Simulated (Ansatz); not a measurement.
hcp Mg was calculated with PBE-D3(BJ) (plane waves, PAW; Ansatz, a first-principles code).

Run with plane-wave cutoff 520 eV, 18×18×8 k mesh (along the axes of the cell as run), Fermi–Dirac smearing 0.1 eV, perturbation theory, scalar-relativistic PAW data made under PBE.

Computed at the level's own relaxed cell.

```cif
data_Mg2
_chemical_formula_sum 'Mg2'
_space_group_name_H-M_alt 'P 1'
_space_group_IT_number 1
_cell_length_a 3.14124
_cell_length_b 3.14124
_cell_length_c 5.08231
_cell_angle_alpha 90.000
_cell_angle_beta 90.000
_cell_angle_gamma 120.000
loop_
_space_group_symop_operation_xyz
  'x, y, z'
loop_
_atom_site_label
_atom_site_type_symbol
_atom_site_fract_x
_atom_site_fract_y
_atom_site_fract_z
_atom_site_occupancy
Mg1 Mg 0.66667 0.33333 0.75000 1
Mg2 Mg 0.33333 0.66667 0.25000 1
```

Harmonic phonon frequencies (cm⁻¹; i marks an imaginary mode):

```
q point        frequencies
-------  -----------------
Γ        0 0 0 134 134 274
M                      [?]
K                      [?]
```

### Question
What belongs in the gaps?

### Answer

- M, frequencies: 130 144 198 218 243 257
- K, frequencies: 183 183 203 212 212 246

No imaginary mode appears at these points.

Note: the dispersion coefficients are held fixed in the derivatives.
